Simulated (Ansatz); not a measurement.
in.yaml

```yaml
crystal:
  periodic: [false, false, false]
  atoms:
    - {symbol: As, position_ang: [0.000000, 0.000000, 0.000000]}
    - {symbol: H, position_ang: [0.859076, 0.861798, 0.860132]}
    - {symbol: H, position_ang: [-0.862586, -0.857884, 0.860532]}
    - {symbol: H, position_ang: [-0.858082, 0.858870, -0.864044]}
    - {symbol: H, position_ang: [0.861592, -0.862784, -0.856620]}
basis:
  gaussian: {orbitals: def2-SVPD, fitting: {mean_field: def2-universal-jkfit}}
total_charge: 1
magnetization: {spin_polarized: false}
hamiltonian: {xc: hf}
output: {orbitals: {seedname: orbitals}}
```

```sh
$ ansatz run in.yaml --threads 1 --pin off --events-out ev --progress --plain --max-ram 2393MiB
```

Log:

```
338 factors; integrals over basis functions are off by at most 3.4e-1 eV
mean field evaluation 1: about -60842.9433 eV, gradient 1.1e1 eV
mean field evaluation 2: about -60843.4823 eV, gradient 4.1e0 eV
mean field evaluation 4: about -60843.5441 eV, gradient 2.0e-1 eV
mean field evaluation 8: about -60843.5456 eV, gradient 2.1e-5 eV
mean field -60843.54556970 eV, -2235.9590584500 hartree, gradient 2.1e-5 eV, S^2 0.000000; 0 other end points of the search recorded, 0 dependent functions left out
reference -60843.54556970 eV, -2235.9590584500 hartree; 18, 18 occupied and 52, 52 virtual orbitals, 338 factors
Total energy: -60843.54556970 eV, -2235.9590584500 hartree
```

Ran on 1 thread of Arm Neoverse V2, shared host: 0.18 s wall, 0.08 GiB peak host memory.
